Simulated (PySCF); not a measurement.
How far each method lies from full CI for InH, triplet

Geometry: that of the InH, singlet, kept fixed. The singlet lies 2.0 eV lower here.

```tsv
atom	x (Å)	y (Å)	z (Å)
In	0.0000	0.0000	0.0000
H	0.0000	0.0000	1.8498
```

Basis def2-TZVPP with its core potentials; PySCF 2.14.0. Correlated methods freeze the noble-gas cores and the filled d shells of p-block atoms, which leaves 4 electrons in 55 orbitals. Prefix R: restricted or restricted open-shell reference; prefix U: unrestricted. No spin–orbit coupling is included; scalar relativity enters through the core potentials alone.

Full CI is exact within this basis and frozen core; it isn't the basis-set limit. The frozen core follows each run's orbitals, which can shift R against U totals by a few meV for light atoms and by up to 0.1 eV past Ca.

- UHF ⟨S²⟩: 2.032
- T1 diagnostic (ROHF- or RHF-based CCSD): 0.0462
- largest doubles amplitude (ROHF- or RHF-based CCSD): 0.070

```tsv
level	E − E(full CI) (kJ/mol)	share of correlation (%)	wall time
RHF	151.2	0.00	–
RMP2	42.8	71.66	–
RCCSD	5.1	96.64	–
RCCSD(T)	1.3	99.14	4 s
RCCSDT	0.1	99.96	57 s
```

The correlation energy at full CI, counted from RHF, is -1.567 eV. The search over symmetries took 12 min on 1 thread of Intel Xeon, shared host; the state has 360,789 determinants.

Run but not shown, since their state, orbitals or frozen core can't be matched to the reference's or they repeat it: UHF, UMP2, UCCSD, UCCSD(T).

Times are those of the correlated step on a shared host, with one SCF added for the restricted CCSD run; they ran on 1 thread of Intel Xeon.

The full-CI state has the irrep B2 of C2v, in the program's axes (one component, if the state is degenerate).

Natural occupations of full CI about the gap: 1.925 0.993 0.985 0.034 0.019 0.010 0.006 0.005 0.005 0.004; effectively unpaired electrons, Σ n²(2−n)², 2.03.
